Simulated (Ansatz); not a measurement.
This geometry of CH$_{3}$FS (6 atoms, charge 0, multiplicity 1) is a first-order saddle point.

These are results of RKS PBE0-D4/def2-mTZVP in Ansatz, not measurements.

```xyz
6
Properties=species:S:1:pos:R:3
F 0.925 0.193 -0.994
C -0.013 -0.459 -0.235
S -0.631 0.626 1.113
H 0.450 -1.346 0.199
H -0.844 -0.741 -0.881
H 0.154 1.663 0.752
```

(1) Which two structures does it join? (They come from a converged band through this point; their orientation in space is the band's.)

(2) How far does it lie above each of them?

## Answers

(1) No bond is made or broken. The dihedral F1–C2–S3–H6 goes from -74 to 74°. The two ends are copies of one structure, up to a mirror image or an exchange of like atoms.

First end point:

```xyz
6
Properties=species:S:1:pos:R:3
F 0.658 0.102 -1.382
C -0.017 -0.397 -0.290
S -0.803 0.888 0.700
H 0.690 -0.971 0.309
H -0.820 -1.045 -0.644
H 0.334 1.360 1.260
```

Last end point:

```xyz
6
Properties=species:S:1:pos:R:3
F 0.914 0.037 -1.234
C 0.116 -0.430 -0.212
S 0.082 0.670 1.215
H 0.523 -1.378 0.141
H -0.887 -0.580 -0.611
H -0.706 1.616 0.655
```

(2) 19.0 kJ/mol above the first and 19.0 kJ/mol above the second. This is the barrier of this one path; another mechanism may lie lower.

Run time: 62 s on 1 thread of Intel(R) Xeon(R) 6975P-C (Granite Rapids), on a shared host, peak memory 0.14 GiB.
